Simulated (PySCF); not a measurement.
# Property card for `CCC[S@](C)=O` (methyl propyl sulfoxide)

Methyl propyl sulfoxide, C4H10OS.
Geometry (GFN2-xTB, Å), atoms numbered from 1 in this order:
```xyz
16
C4H10OS angstrom
C     -2.4173    0.4886    0.5040
C     -1.3210   -0.4980    0.1171
C      0.0615    0.1220    0.2278
S      1.3202   -1.1080   -0.3735
C      2.7417    0.0765   -0.3086
O      1.0306   -1.3098   -1.7929
H     -2.3940    1.3606   -0.1462
H     -3.3950    0.0217    0.4163
H     -2.2859    0.8228    1.5314
H     -1.4683   -0.8281   -0.9134
H     -1.3748   -1.3792    0.7608
H      0.3150    0.3599    1.2594
H      0.1347    1.0142   -0.3925
H      2.8981    0.3773    0.7205
H      3.6175   -0.4437   -0.6821
H      2.5294    0.9319   -0.9397
```

Among its groups: sulfoxide.

From GFN2-xTB geometry:

```
Point group of the GFN2-xTB geometry                  : C1
Rotational constants A, B, C of the GFN2-xTB geometry : 6.011, 1.500, 1.316 GHz
```

**CAM-B3LYP/def2-SVPD ground state and vertical TDDFT (core frozen in the response) (PySCF)**

```
Dipole moment                                                     : 3.89 D
HOMO energy                                                       : -8.05 eV
LUMO energy                                                       : 1.13 eV
HOMO–LUMO gap                                                     : 9.18 eV
Lowest singlet excitation                                         : 6.01 eV (206 nm, f = 0.075)
Strongest line among the 8 lowest singlet transitions             : S4 at 6.94 eV (179 nm, f = 0.096)
Lowest triplet excitation (Tamm–Dancoff)                          : 5.19 eV
Static isotropic polarisability                                   : 76.5 au
Electronic spatial extent ⟨r²⟩ about the centre of nuclear charge : 962 bohr²
```

Monoisotopic mass (most abundant isotopes): 106.0452 u.

The largest Löwdin shares of the HOMO are 0.49 on O6, 0.32 on S4, 0.08 on C3 and 0.07 on C5. The dipole matches unit charges of opposite sign 0.81 Å apart (1 e·Å = 4.8032 D). No computed singlet falls in the visible range (750 to 380 nm, 1.65 to 3.26 eV); S1 lies 2.75 eV above its blue end. With B = h/(8π²I), that is 505.379 GHz u Å² over I, the principal moments of inertia are 84.1, 336.9 and 383.9 u Å² (most abundant isotopes); the inertial defect Ic − Ia − Ib is -37.1 u Å² (zero for a rigid planar frame, negative otherwise). The 8 singlets span 6.01 to 7.53 eV, and their oscillator strengths add up to 0.27. The principal polarisabilities are 64.1, 73.6 and 91.8 au; their mean is the isotropic value.

The structure is a single GFN2-xTB conformer in the gas phase; no vibrational or solvent corrections.
